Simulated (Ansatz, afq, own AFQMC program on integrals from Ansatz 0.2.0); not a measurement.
Two steps: Ansatz 0.2.0 writes the Fock matrix and Cholesky factors of the valence space, and afq projects on them the lowest state that overlaps trial and start.

```yaml
crystal:
  periodic: [false, false, false]
  atoms:
    - {symbol: Si, position_ang: [0.000000, 0.025821, 0.471502]}
    - {symbol: C, position_ang: [0.000000, -0.119796, -1.201172]}
    - {symbol: H, position_ang: [0.000000, 1.343598, 1.172331]}
    - {symbol: H, position_ang: [1.215343, -0.739907, 0.872142]}
    - {symbol: H, position_ang: [-1.215343, -0.739907, 0.872142]}
    - {symbol: H, position_ang: [0.000000, 0.844220, -1.741401]}
basis:
  gaussian: {orbitals: 6-31G}
magnetization: {spin_polarized: false}
correlation: {method: ccsd_t, electrons: outside_noble_gas, hamiltonian_folder: ham}
```

```sh
$ ansatz run in.yaml --threads 1 --pin off --events-out ev --progress --plain --max-ram 1382MiB
```

afq runs on the folder ham with

```
--method phaseless --trial cisd --walkers 180 --populations 1 --least-time 40 --time-step 0.005 --steps-per-block 50 --equilibration-blocks 28 --max-blocks 300 --target-error 0.00042 --factor-cut 1e-05 --seed 7761 --release-times 0.24,0.51,0.99,1.62,2.4 --release-step 0.03 --release-every 4 --taylor-order 6
```

Times are imaginary, in 1/Eh. The walk had a cap of 529 s.

Log:

```
orbitals 24  electrons 6 6  factors 178 of 395
reference energy -328.85139760 Eh
CCSD correlation -0.15601511 Eh in 13 cycles, weight of the determinant in the CISD state 0.8839
energy of the start -329.007413 Eh
 block  time / (1/Eh)  mean weight  energy / Eh
     1     0.250  1.0000  -329.005423
     2     0.500  0.9997  -329.005776
     3     0.750  1.0001  -329.006869
     4     1.000  1.0005  -329.009457
     5     1.250  0.9993  -329.008433
     8     2.000  1.0000  -329.009834
    13     3.250  1.0005  -329.008999
    25     6.250  1.0002  -329.010719
    29     7.250  1.0005  -329.018495
    37     9.250  1.0007  -329.009302
    49    12.250  0.9994  -329.012639
    61    15.250  0.9998  -329.012323
    69    17.250  0.9995  -329.008965
    73    18.250  1.0011  -329.013454
    85    21.250  1.0008  -329.012799
    97    24.250  1.0002  -329.018023
   109    27.250  0.9996  -329.014083
   121    30.250  1.0002  -329.012043
   133    33.250  0.9995  -329.011085
   145    36.250  1.0000  -329.011730
   157    39.250  0.9996  -329.014292
   169    42.250  0.9996  -329.012745
   181    45.250  1.0005  -329.010142
   185    46.250  1.0005  -329.017365
blocks merged  error / Eh  count
     1  0.000195  160
     2  0.000239  80
     4  0.000274  40
     8  0.000279  20
    16  0.000313  10
released: time / (1/Eh)  energy / Eh  error  mean overlap
  0.24  -329.013194  0.000303  1.0009
  0.51  -329.013150  0.000331  1.0008
  0.99  -329.012933  0.000244  0.9973
  1.62  -329.011975  0.000354  1.0029
  2.40  -329.012830  0.000420  1.0024
energy -329.013269 +/- 0.000279 Eh
(rows thinned)
```

The run passed its tests (sampling time, drift between the halves within three errors, error under three times the target), which doesn't prove that it has relaxed.

Against this walk (error 7.6 meV) on the same determinant: CCSD(T) 60.0 meV higher, CCSDT(Q) 23.4 meV higher. The error is statistical and leaves out the bias of the constraint. The released energies move by 1.5 errors or more from one time to the next (meV from the phaseless value at times in 1/Eh: 2 ± 8 at 0.24, 3 ± 9 at 0.51, 9 ± 7 at 0.99, 35 ± 10 at 1.62, 12 ± 11 at 2.40), so they give no level. CCSDT(Q) is the surest value here, so the walk's 23 meV below it is most likely the bias of the constraint with this trial, which can have either sign.

Cautions: constraint bias not in the error; higher spins were not checked; restricted determinant unstable towards unrestricted (UHF 751 meV lower, ⟨S²⟩ 0.85); CCSDT(Q) on the UHF determinant differs (932 meV lower), perhaps since the unrestricted series falls towards higher spin.

The walk took 90 s on 1 thread of Intel(R) Xeon(R) 6975P-C (Granite Rapids) (shared host). The log's last line is the phaseless energy.

CCSDT and higher add their correlation energy to the determinant of the CCSD(T) run, since their own runs factorise the integrals more tightly (a shift of under 2 meV). A walk keeps the symmetry of its determinant, which the program's search chose and which needn't be the lowest solution, so a lower state of the same spin and another symmetry isn't excluded.
